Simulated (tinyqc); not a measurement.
LCCD on RHF in the sto-6g basis, frozen core, for H2F+, spin multiplicity 1, step by step. One step of it, computed by the program tinyqc.

Problem. LCCD: starting amplitudes. t_ij^ab = <ij||ab> / (e_i + e_j - e_a - e_b), whose energy is MP2.

orbital energies (hartree): [-26.966505, -2.086649, -1.221474, -1.094317, -1.059175, -0.005539, 0.159706]

Two-electron integrals over orbitals (pq|rs), unique and non-zero (hartree); the lowest 1 orbital is frozen and left out:
```
(22|22) 0.864610    (32|32) 0.160119    (33|22) 0.765458    (33|33) 0.746009
(42|22) 0.008161    (42|33) -0.005233   (42|42) 0.159546    (43|32) 0.004809
(43|43) 0.048184    (44|22) 0.821378    (44|33) 0.722411    (44|42) -0.091491
(44|44) 0.909313    (52|52) 0.181318    (53|53) 0.038699    (54|52) -0.035370
(54|54) 0.055746    (55|22) 0.882413    (55|33) 0.752614    (55|42) -0.049351
(55|44) 0.843127    (55|55) 0.998085    (62|22) -0.152259   (62|33) -0.094809
(62|42) -0.038808   (62|44) -0.110388   (62|55) -0.157293   (62|62) 0.080663
(63|32) 0.026008    (63|43) 0.016669    (63|63) 0.066565    (64|22) -0.131288
(64|33) -0.078619   (64|42) 0.005909    (64|44) -0.140773   (64|55) -0.135260
(64|62) 0.060731    (64|64) 0.066966    (65|52) -0.055054   (65|54) -0.005834
(65|65) 0.027527    (66|22) 0.584868    (66|33) 0.564119    (66|42) 0.068970
(66|44) 0.543396    (66|55) 0.557186    (66|62) -0.057830   (66|64) -0.028954
(66|66) 0.551865    (72|32) 0.062140    (72|43) -0.024490   (72|63) -0.028365
(72|72) 0.055145    (73|22) 0.201203    (73|33) 0.161190    (73|42) -0.058927
(73|44) 0.202068    (73|55) 0.226520    (73|62) -0.074058   (73|64) -0.078880
(73|66) 0.020645    (73|73) 0.158852    (74|32) -0.058064   (74|43) 0.010796
(74|63) -0.039419   (74|72) -0.011676   (74|74) 0.048645    (75|53) 0.025428
(75|75) 0.019894    (76|32) -0.098050   (76|43) -0.043661   (76|63) -0.080928
(76|72) 0.007263    (76|74) 0.059134    (76|76) 0.159013    (77|22) 0.623414
(77|33) 0.624944    (77|42) 0.008166    (77|44) 0.600859    (77|55) 0.609416
(77|62) -0.049790   (77|64) -0.029357   (77|66) 0.546432    (77|73) 0.070888
(77|77) 0.587444
```

Give: Starting amplitudes; correlation energy.

Solution.

Starting amplitudes (spin orbitals 1a, 1b, ...; amplitudes related by a flip of all spins are not repeated):
```
from      to         t
3a 3b  7a 7b    -0.058
3a 4b  6b 7a    -0.032
4a 4b  6a 6b    -0.031
3a 3b  6a 6b    -0.027
2a 3b  6a 7b     0.021
4a 4b  7a 7b    -0.019
2a 2b  6a 6b    -0.019
2a 4b  6a 6b    -0.019
3a 4a  6a 7a    -0.016
3a 4b  6a 7b     0.016
2a 3a  6a 7a     0.013
5a 5b  6a 6b    -0.013
2a 2b  7a 7b    -0.012
2a 3b  6b 7a    -0.008
5a 5b  7a 7b    -0.008
2a 4b  7a 7b  3.34e-03
```

correlation energy = -0.03152 hartree
